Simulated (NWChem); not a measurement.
# LiH (SMILES [LiH]) at 6 levels

Wanted: a comparison of 6 runs (HF/cc-pVTZ, BLYP/cc-pVTZ, B3LYP/cc-pVTZ, M06-L/cc-pVTZ, SVWN5/cc-pVTZ, TPSS/cc-pVTZ) of LiH. 

The results are computed with NWChem 7.3.0.

## Step 1: The molecule

LiH: 2 atoms, total charge 0, spin state singlet. SMILES: `[LiH]`. The Li1–H2 distance was set to 2.872 Å, away from the relaxed value.

## Step 2: The energy at HF/cc-pVTZ (run 1)

hli.nw reads:

```
start hli
title "HLi hf"
memory total 2200 mb

geometry units atomic noautosym nocenter noautoz
   Li  0.00000000  0.00000000 -2.41242437
   H   0.00000000  0.00000000  3.01543598
end

basis "ao basis" spherical bse
   * library cc-pVTZ
end

scf
   thresh 1e-08
   maxiter 80
   noprint "final vectors analysis"
end

task scf energy
```

The run is started by

```
$ nwchem hli.nw > hli.out
```

The log of the run:

```text
[...]
  functions       =    44
[...]
  wavefunction    = RHF
[...]
         Total SCF energy =     -7.923311329184
      One-electron energy =    -11.378620800977
      Two-electron energy =      2.902605495170
 Nuclear repulsion energy =      0.552703976623
        Time for solution =      0.7s
[...]
```

Wall time 1.3 s (1 thread of Intel Xeon 6975P-C (Granite Rapids), shared host); peak memory 0.096 GiB.

## Step 3: A single-point energy at BLYP/cc-pVTZ (run 2)

input.nw reads:

```
start input
memory stack 880 mb heap 220 mb global 1100 mb

geometry units angstrom noautosym nocenter noautoz
   Li    0.000000    0.000000   -1.276600
   H     0.000000    0.000000    1.595700
end

basis spherical bse
   * library cc-pVTZ
end

dft
   xc becke88 lyp
   grid xfine
   convergence energy 1e-08
   maxiter 100
   mulliken
   print low
end

task dft energy
```

The run is started by

```
$ nwchem input.nw > input.out
```

The log of the run:

```text
[...]
 d= 0,ls=0.0,diis     1     -7.9881247392 -8.54D+00  3.41D-02  4.45D-02     0.3
[...]
 d= 0,ls=0.0,diis    13     -8.0160282488 -2.59D-09  5.70D-07  2.66D-10     2.9
         Total DFT energy =       -8.016028248792
      One electron energy =      -11.394645225796
           Coulomb energy =        4.955605375035
    Exchange-Corr. energy =       -2.129692414674
 Nuclear repulsion energy =        0.552704016641
[...]
      Total Density - Mulliken Population Analysis
     ---------------------------------------------
    Atom       Charge   Shell Charges
 -----------   ------   -------------------------------------------------------
    1 Li   3     2.70   2.00 -0.01  0.34  0.28  0.01  0.02  0.04  0.00  0.01  0.00
    2 H    1     1.30   0.19  0.46  0.65  0.00  0.00  0.00
[...]
```

It took 3.6 s on 1 thread of Intel Xeon 6975P-C (Granite Rapids), shared host; peak memory 0.11 GiB.

Runs 3 to 4 aren't shown in full; the table further down has their settings and results.

## Step 4: The energy at SVWN5/cc-pVTZ (run 5)

run.py reads:

```python
from ase import Atoms
from ase.calculators.nwchem import NWChem

molecule = Atoms(['Li', 'H'], positions=[
    [0.000000, 0.000000, -1.276600],
    [0.000000, 0.000000, 1.595700],
])

calc = NWChem(
    label='mol',
    theory='dft',
    memory='2200 mb',
    basis='cc-pVTZ',
    basispar='spherical bse',
    dft={'xc': 'slater vwn_5', 'mult': '1', 'grid': 'xfine', 'convergence': 'energy 1e-08', 'iterations': '100', 'mulliken': None},
    task='energy',
)
molecule.calc = calc

e = molecule.get_potential_energy()
print(f"E = {e:.6f} eV")
print("dipole (e A):", molecule.get_dipole_moment().round(4))
```

The run is started by

```
$ export ASE_NWCHEM_COMMAND="nwchem PREFIX.nwi > PREFIX.nwo"
$ python run.py
```

The log of the run:

```text
E = -213.967971 eV
dipole (e A): [ 0.     -0.     -1.5384]
```

The calculator wrote mol.nwi:

```
title "mol"

permanent_dir mol

scratch_dir mol

start mol

geometry units angstrom nocenter noautosym noautoz
  Li 0.0000000000000000e+00 0.0000000000000000e+00 -1.2766000000000000e+00
  H  0.0000000000000000e+00 0.0000000000000000e+00 1.5956999999999999e+00
end

memory 2200 mb

basis spherical bse noprint
   * library cc-pVTZ
end

dft
  xc slater vwn_5
  mult 1
  grid xfine
  convergence energy 1e-08
  iterations 100
  mulliken
end

task dft energy
```

mol.nwo:

```text
Northwest Computational Chemistry Package (NWChem) 7.3.0
             --------------------------------------------------------

           Job information
           ---------------

    nwchem branch   = 7.3.0
    use scalapack   = T
    input           = mol.nwi
    prefix          = mol.
    data base       = mol/mol.db
    status          = startup
    nproc           =        1

           Memory information
           ------------------

[... 5 lines left out ...]
    hardfail = no
[... 79 lines left out ...]
          Convergence on energy requested:  1.00D-08
[... 21 lines left out ...]
          Convergence Information
[... 30 lines left out ...]
 1-e energy   =     -11.313823
[... 48 lines left out ...]
      One electron energy =      -11.367230781200
[... 8 lines left out ...]
                       DFT Final Molecular Orbital Analysis
[... 363 lines left out ...]
     Multipole analysis of the density
     ---------------------------------

     L   x y z        total         alpha         beta         nuclear
     -   - - -        -----         -----         ----         -------
     0   0 0 0     -0.000000     -2.000000     -2.000000      4.000000

     1   1 0 0      0.000000      0.000000      0.000000      0.000000
[... 8 lines of this table left out ...]
     2   0 0 2     -2.605211    -14.578717    -14.578717     26.552224

 Task  times  cpu:        1.5s     wall:        1.5s
 Total times  cpu:        1.6s     wall:        1.6s
```

Wall time 2.5 s (1 thread of Intel Xeon 6975P-C (Granite Rapids), shared host); peak memory 0.11 GiB.

## Step 5: A single-point energy at TPSS/cc-pVTZ (run 6)

sp.nw reads:

```
start sp
memory stack 880 mb heap 220 mb global 1100 mb

geometry units au noautosym nocenter noautoz
  Li  0.00000000  0.00000000 -2.41242437
  H   0.00000000  0.00000000  3.01543598
end

basis spherical bse
  * library cc-pVTZ
end

dft
  xc xtpss03 ctpss03
  grid xfine
  convergence energy 1e-08
  iterations 100
  mulliken
end

task dft
```

The run is started by

```
$ nwchem sp.nw > sp.out
```

The log of the run:

```text
[...]
          Wavefunction type:  closed shell.
          No. of atoms     :     2
          No. of electrons :     4
[...]
          Charge           :     0
          Spin multiplicity:     1
[...]
          AO basis - number of functions:    44
[...]
              XC Information
              --------------
                  TPSS metaGGA Exchange Functional  1.000
             TPSS03 metaGGA Correlation Functional  1.000
[...]
 d= 0,ls=0.0,diis     1     -8.0005829671 -8.55D+00  3.16D-02  3.80D-02     0.4
[...]
 d= 0,ls=0.0,diis    10     -8.0245459188 -9.58D-09  8.55D-07  2.41D-10     3.1
         Total DFT energy =       -8.024545918781
      One electron energy =      -11.403505548112
           Coulomb energy =        4.971640218623
    Exchange-Corr. energy =       -2.145384565916
 Nuclear repulsion energy =        0.552703976623
[...]
      Total Density - Mulliken Population Analysis
     ---------------------------------------------
    Atom       Charge   Shell Charges
 -----------   ------   -------------------------------------------------------
    1 Li   3     2.70   2.01 -0.03  0.31  0.27  0.02  0.06  0.04  0.00  0.02  0.00
    2 H    1     1.30   0.18  0.48  0.64 -0.00  0.00  0.00
[...]
```

It took 3.9 s on 1 thread of Intel Xeon 6975P-C (Granite Rapids), shared host; peak memory 0.11 GiB.

## Step 6: All runs side by side

```tsv
run	level	iteration cap	module	energy (Eh)	dipole moment (D)	wall time
1	HF/cc-pVTZ	80	scf	-7.923311	9.56	1.3 s
2	BLYP/cc-pVTZ	100	dft	-8.016028	–	3.6 s
3	B3LYP/cc-pVTZ	100	dft	-8.027840	7.98	2.7 s
4	M06-L/cc-pVTZ	100	dft	-8.028470	8.71	9.9 s
5	SVWN5/cc-pVTZ	100	dft	-7.863178	7.39	2.5 s
6	TPSS/cc-pVTZ	100	dft	-8.024546	7.85	3.9 s
```

## Step 7: Outcome

| quantity | value |
| --- | --- |
| run 6: total energy | -8.02455 Eh |
| run 6: dipole moment | 7.85 D |
| run 6: HOMO energy | -3.92 eV |
| run 6: LUMO energy | -2.61 eV |
| run 6: HOMO–LUMO gap | 1.31 eV |

**Reading.** Over runs 1, 3, 4, 5, 6 the dipole moment (its size) runs from 7.39 D (SVWN5/cc-pVTZ) to 9.56 D (HF/cc-pVTZ). Over runs 3, 4, 5, 6 the HOMO–LUMO gap runs from 1.19 eV (SVWN5/cc-pVTZ) to 2.04 eV (B3LYP/cc-pVTZ). Totals of different functionals can't be ranked against each other. All runs together took 24 s, the longest 9.9 s.
